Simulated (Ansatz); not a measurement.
C5H10, SMILES `CC1CCC1`, relaxed with RKS PBE-D4/def2-SVP in the Gaussian-basis code of Ansatz from a rough embedded geometry. The force threshold is 0.03 eV/Å; the program also tests the step.

The species carries charge 0 and has multiplicity 1.

Start:

```xyz
15

C     0.448   -0.004   -1.602
C    -0.455    0.333   -0.504
C     0.217    0.973    0.699
C     0.340   -0.370    1.428
C    -0.859   -0.837    0.456
H     0.843    0.861   -2.170
H     1.353   -0.593   -1.300
H    -0.036   -0.636   -2.366
H    -1.299    0.942   -0.900
H     1.190    1.507    0.532
H    -0.432    1.713    1.240
H     0.097   -0.408    2.448
H     1.243   -0.963    1.137
H    -0.788   -1.830    0.004
H    -1.862   -0.688    0.898
```

(1) How much energy does the relaxation release, and in how many steps? (Best estimate.)

(2) Which bonds change most? (An estimate is asked.)

(3) Give the relaxed structure. (Best estimate.)

Results:

(1) Computed: 0.31 eV, in 4 steps.

(2) Ansatz gave: C1–C2 from 1.460 to 1.526 Å; C4–C5 from 1.613 to 1.551 Å; C4–H12 from 1.049 to 1.109 Å; C2–C3 from 1.520 to 1.559 Å.

(3) The calculation gave: 
```xyz
15

C     0.441   -0.007   -1.671
C    -0.463    0.351   -0.495
C     0.281    0.997    0.713
C     0.267   -0.378    1.431
C    -0.820   -0.851    0.430
H     0.808    0.905   -2.187
H     1.332   -0.584   -1.343
H    -0.099   -0.626   -2.418
H    -1.337    0.928   -0.866
H     1.269    1.460    0.504
H    -0.347    1.746    1.235
H     0.001   -0.384    2.508
H     1.222   -0.929    1.312
H    -0.714   -1.867   -0.004
H    -1.841   -0.761    0.851
```
